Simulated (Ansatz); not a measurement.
Ansatz (an electronic-structure program) input (X2C-CCSD(T)/cc-pVTZ-DK):

Ansatz 0.2 input:
```yaml
crystal:
  periodic: [false, false, false]
  atoms:
    - {symbol: C, position_ang: [0.09243262, 0.69871992, -0.00992094]}
    - {symbol: C, position_ang: [1.35201846, 1.05337977, -0.01885512]}
    - {symbol: Cl, position_ang: [-0.73221915, -0.76094037, 0.01283470]}
    - {symbol: H, position_ang: [2.15719226, 0.32186446, -0.01136807]}
    - {symbol: H, position_ang: [1.62382678, 2.10152370, -0.03416548]}
basis:
  gaussian:
    orbitals: cc-pVTZ-DK
magnetization: {spin_polarized: true, initial_magnetization: 1}
correlation: {method: ccsd_t, electrons: outside_noble_gas}
```

Output:

```
Functional definition: HF
integrals: 0.31 GiB planned
707 factors; integrals over basis functions are off by at most 1.0e-3 eV
mean field: 0.31 GiB planned
mean field evaluation 1: about -14631.8109 eV, gradient 1.8e1 eV
mean field evaluation 2: about -14631.8161 eV, gradient 1.8e1 eV
mean field evaluation 4: about -14633.9457 eV, gradient 2.9e0 eV
mean field evaluation 8: about -14634.1349 eV, gradient 6.0e-1 eV
mean field evaluation 16: about -14631.8097 eV, gradient 1.8e1 eV
mean field evaluation 32: about -14631.5882 eV, gradient 1.6e-1 eV
mean field evaluation 64: about -14631.0259 eV, gradient 7.6e0 eV
mean field -14634.20021506 eV, -537.7969384863 hartree, gradient 4.0e-6 eV, S^2 0.955564; 1 other end points of the search recorded, 0 dependent functions left out
determinant -14634.20021506 eV, -537.7969384863 hartree, with singles and doubles -14648.10986588 eV, -538.3081087255 hartree
determinant -14631.58765961 eV, -537.7009288443 hartree, with singles and doubles -14645.37169173 eV, -538.2074826815 hartree
7 core orbitals not correlated
reference -14634.20021506 eV, -537.7969384863 hartree; 9, 8 occupied and 106, 107 virtual orbitals, 707 factors
second order -12.67693010 eV of doubles, -0.00000000 eV of singles
coupled cluster: 0.81 GiB planned
cycle   1  -13.78961736 eV  change   -8.4e-1 eV  update   2.3e-2
cycle   2  -13.82329961 eV  change   -3.4e-2 eV  update   6.4e-3
cycle   3  -13.82446996 eV  change   -1.2e-3 eV  update   3.5e-3
cycle   4  -13.83028108 eV  change   -5.8e-3 eV  update   1.8e-3
cycle   5  -13.83326068 eV  change   -3.0e-3 eV  update   9.3e-4
cycle   6  -13.83460324 eV  change   -1.3e-3 eV  update   3.5e-4
cycle   7  -13.83502079 eV  change   -4.2e-4 eV  update   1.3e-4
cycle   8  -13.83513341 eV  change   -1.1e-4 eV  update   6.7e-5
cycle   9  -13.83515050 eV  change   -1.7e-5 eV  update   3.0e-5
cycle  10  -13.83514290 eV  change    7.6e-6 eV  update   1.3e-5
coupled cluster: 0.82 GiB planned
perturbative correction -0.64919850 eV, -0.0238576048 hartree
Total energy: -14648.68455646 eV, -538.3292282149 hartree
Relativity: scalar
```

It need not be the lowest isomer of its formula.

The determinant is spin-contaminated: <S^2> is 0.96 against 0.75 for a pure state.
